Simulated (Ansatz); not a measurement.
# PH$_{2}$⁺, singlet: reading a ladder of total energies

Geometry: displaced at random from a stationary point.

```yaml
atoms:
  - { symbol: P, position_ang: [-0.0014, -0.0617, 0.0020] }
  - { symbol: H, position_ang: [-0.0022, 0.9176, -1.0347] }
  - { symbol: H, position_ang: [0.0457, 0.9769, 0.9738] }
```

Basis cc-pVDZ; Ansatz 0.2.0. Only valence electrons are correlated (noble-gas cores frozen), which leaves 6 electrons in 23 orbitals. Prefix R: restricted or restricted open-shell reference.

Full CI is exact within this basis and frozen core; it isn't the basis-set limit.

Runs differ by some tens of microhartree through their thresholds, so steps under 0.03 kcal/mol mean nothing.

| level | total energy (hartree) |
| --- | --- |
| RHF | -341.529068 |
| RMP2 | -341.626138 |
| RCCSD | -341.655542 |
| RCCSD(T) | -341.658001 |
| RCCSDT | -341.658595 |
| RCCSDT(Q) | -341.658710 |
| RCCSDTQ | -341.658736 |
| full CI | -341.658739 |

What is the correlation energy at full CI, and what share of it do RMP2 and RCCSD recover?

E(corr) = -341.658739 − (-341.529068) = -0.129671 hartree = -3.529 eV. RMP2: -0.097070 / -0.129671 = 74.86 %. RCCSD: -0.126474 / -0.129671 = 97.53 %.

By how many kcal/mol does RCCSD(T) miss full CI (1 hartree = 627.509 kcal/mol), and which steps make up the rest?

-341.658001 − (-341.658739) = 0.000738 hartree = 0.46 kcal/mol. Steps: RCCSDT − RCCSD(T) = -0.37, RCCSDT(Q) − RCCSDT = -0.07, RCCSDTQ − RCCSDT(Q) = -0.02, full CI − RCCSDTQ = 0.00 kcal/mol. That is within 1 kcal/mol of the reference in this basis, which itself misses far more of the correlation at the basis-set limit.
